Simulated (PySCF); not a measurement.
# A search over the determinants of F₂⁺

Unrestricted PBE0; F jorge-DZP-DKH; spin-free X2C with a Gaussian nucleus (PySCF 2.14). Outer shells of the fragments: F+ 2s2 2p4; F 2s2 2p5.

Followed along the bond (rough minima from three points):

```csv
2Ms+1,unpaired,⟨S²⟩ at the start,R at minimum (Å),Te (eV)
2,π ↑,0.75,1.29,0.00
4,"σ ↑, π ↑↑",3.76,none in the scan,≤ 2.06
```

Solutions found at the starting distance of 1.330 Å, counted from the lowest of them; the search is not exhaustive and high or unbound solutions are not listed, so other states can lie among these:

```
2Ms+1   unpaired   term  E (eV)  ⟨S²⟩  ⟨Lz²⟩
    2        π ↑     ²Π    0.00  0.75   1.00
    4  σ ↑, π ↑↑    ⁴Σ⁻    3.12  3.76   0.00
    4  σ ↑, π ↑↑  mixed    5.74  3.75   2.00
    4  σ ↑↑, π ↑     ⁴Π    7.97  3.76   1.00
```

A term symbol is given only where ⟨S²⟩ and ⟨Lz²⟩ are close to those of a pure state; real π, δ and φ orbitals otherwise mix terms, and g/u labels are left off.

Counting both spins, an empty level lies below a filled one in some of these solutions, because spin and occupation are held.
